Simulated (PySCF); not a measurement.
Species: C₄H₉O₂ (doublet state).
Structure used (GFN2-xTB), in Å, numbered top down from 1:
```xyz
15
C4H9O2 angstrom
C      2.2079   -0.2200    0.4302
O      0.8869   -0.2650    0.7497
C     -0.0333   -0.2720   -0.3295
C     -0.2628    1.1460   -0.8518
C     -1.3335   -0.8821    0.2190
O     -1.8581   -0.1302    1.2783
H      2.5153   -0.1451   -0.5951
H      2.8526    0.0372    1.2446
H      0.3535   -0.9101   -1.1378
H     -0.7604    1.7388   -0.0883
H      0.6887    1.6121   -1.0973
H     -0.8858    1.1172   -1.7408
H     -1.1318   -1.9150    0.5386
H     -2.0951   -0.8970   -0.5629
H     -1.1484   -0.0068    1.9213
```

The hyperfine couplings belong to this conformer and change with its torsions.

The species is `O([C@H](C)CO)[CH2]` [radical].

Method: PySCF, UKS B3LYP, pcH-1 on C H O, non-relativistic, mean-field spin-orbit, GIAO. One conformer (not necessarily the lowest) at the GFN2-xTB geometry, without solvent, vibrations or thermal averaging. Couplings are sensitive to structure, and on GFN2-xTB geometries they can be far from those on DFT ones. Stability of the SCF solution: not tested.

Problem. What is the g tensor, term by term?

Solution. 
```tsv
Δg (ppm)	1	2	3
relativistic mass correction	-190	-190	-190
gauge correction	-3	41	34
orbital Zeeman/spin–orbit	-7	1388	2220
total	-200	1240	2065
```

So g = 2.00212, 2.00356, 2.00438 and g_iso = 2.00335; the tensor is rhombic: the two nearest values differ by 36 % of g3 − g1. Axes: g2 points within 14° of the C1–O2 bond and g3 points within 14° of the O2–C3 bond.

Problem. Average each term over the three axes. Which is largest in size?

Solution. The orbital-Zeeman/spin–orbit term 1200, the mass correction -190 and the gauge correction 24 ppm, for a total of 1035 ppm. The orbital-Zeeman/spin–orbit term is the largest in size. The mass correction is the same along every axis, so the anisotropy comes from the other two: their spans along these axes are 44 (gauge) and 2227 ppm (orbital Zeeman/spin–orbit).

Problem. What are the electron Larmor frequencies g μB B/h along the three axes at 1200 mT?

Solution. 33.6266, 33.6508, 33.6646 GHz for g1, g2 and g3, a range of 38.0 MHz.

Problem. At 9.529 GHz, how far is the centre of the isotropic spectrum from where a free electron (g = 2.002319) resonates?

Solution. B = hν/(g μB) with μB/h = 13.99624 MHz/mT gives 340.02 mT for the free electron and 339.84 mT at g_iso, 0.18 mT lower.

Problem. In a frozen sample, at which fields do the three g values resonate at 9.5, 34, 94 and 263 GHz (hyperfine left aside), and which band first spreads them over more than twice a line width of 0.5 mT?

Solution. 
```
band    GHz  B(g3) mT  B(g2) mT  B(g1) mT  spread mT
   X    9.5    338.63    338.77    339.02       0.38
   Q   34.0   1211.96   1212.45   1213.33       1.37
   W   94.0   3350.70   3352.08   3354.49       3.79
   J  263.0   9374.83   9378.69   9385.43      10.60
```

The spread grows in proportion to the frequency. Q band is the first where it exceeds 1.0 mT.

The largest Mulliken spin populations are on C1 (+0.94) and O2 (+0.13). No atom but C1 exceeds +0.15. The angles at C1 add up to 357.4°, so it is nearly planar; its axial dipolar tensor and the negative couplings of its protons fit spin in a p orbital normal to that plane.

The HOMO–LUMO gaps are 6.03 eV among the α and 6.47 eV among the β orbitals.

On one thread of an Arm Neoverse V2, shared host with 96 logical CPUs at a one-minute load of 12, this took 32 s (with the writing of density and orbital grids) and 0.96 GiB of memory at its peak.
